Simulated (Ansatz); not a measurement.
System: corundum (α-Al2O3). Method: PBE in Ansatz (PAW).

Run with plane-wave cutoff 520 eV, 8×8×8 k mesh, Fermi–Dirac smearing 0.01 eV, scalar-relativistic PAW data made under PBE.

Computed at the level's own relaxed cell.

```yaml
crystal:
  lattice:
    - [4.58947, -2.40449, -0.00002]
    - [4.58947, 2.40449, -0.00002]
    - [3.32975, 0.00000, 3.96959]
  atoms:
    - { symbol: Al, position: [0.85215, 0.85215, 0.85215] }
    - { symbol: Al, position: [0.35215, 0.35215, 0.35215] }
    - { symbol: Al, position: [0.14785, 0.14785, 0.14785] }
    - { symbol: Al, position: [0.64785, 0.64785, 0.64785] }
    - { symbol: O, position: [0.44384, 0.05616, 0.75000] }
    - { symbol: O, position: [0.05616, 0.75000, 0.44384] }
    - { symbol: O, position: [0.55616, 0.94384, 0.25000] }
    - { symbol: O, position: [0.25000, 0.55616, 0.94384] }
    - { symbol: O, position: [0.94384, 0.25000, 0.55616] }
    - { symbol: O, position: [0.75000, 0.44384, 0.05616] }
```

Question: List the 32 lowest band energies at Γ above −25 eV (eV, relative to the valence band maximum), grouping those that round alike.

Answer: At Γ: -18.99, -16.78, -16.52 (×2), -16.22 (×2), -6.73, -5.77, -5.37 (×2), -4.29, -4.16 (×2), -3.18, -2.89, -1.37 (×2), -1.23 (×2), -0.46 (×2), -0.03 (×2), 0.00, 5.85, 8.92, 10.39, 11.28 (×2), 11.43, 12.17 (×2).

Ansatz is an electronic-structure program.
